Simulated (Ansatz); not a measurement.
A made-up structure of CH5SSi (charge -1), closed shell:

```xyz
8
angstrom
Si 0.9747 -0.2312 0.0205
C -0.7949 0.2932 -0.1297
S 0.8901 -1.6880 1.6131
H -1.4306 -0.5106 -0.4005
H -0.9721 1.0239 -0.8769
H -1.1580 0.7416 0.7595
H 1.8096 0.8743 0.3322
H 1.4495 -0.7799 -1.2001
```

It is relaxed with PBE-D4/def2-SVPD and then PBE0-D4/def2-TZVPD (Ansatz 0.2.0). Atoms count as bonded within 1.22 times the sum of their covalent radii (H–H: 0.88 Å). The end point is not checked to be a true minimum.

Q: Does its bonding change? (Judge from chemistry; the calculation decides.)

A: By the calculation: No: no bond forms or breaks.

Where it ends: The first stage lowers the energy by 0.60 eV in 7 steps. It ends as CH₅SSi ([CH3][SiH2][S]), total charge -1:
| atom | x (Å) | y (Å) | z (Å) |
| --- | --- | --- | --- |
| Si1 | 0.9293 | -0.3414 | 0.1501 |
| C2 | -0.8256 | 0.3229 | -0.1545 |
| S3 | 1.0931 | -1.7438 | 1.6256 |
| H4 | -1.4949 | -0.4984 | -0.4278 |
| H5 | -0.8388 | 1.0696 | -0.9575 |
| H6 | -1.2161 | 0.7822 | 0.7584 |
| H7 | 1.7465 | 0.9200 | 0.3529 |
| H8 | 1.3747 | -0.7878 | -1.2291 |

Labels in which every atom is bracketed show which atoms are joined, not bond orders.

For scale, one of the runs: PBE0-D4/def2-TZVPD relaxation, 171 basis functions, launched by `ansatz run in.yaml --threads 2 --pin off --events-out ev --progress --plain --max-ram 4352MiB`. The run took about 23 s on 2 CPU threads of an Arm Neoverse V2 (shared host).
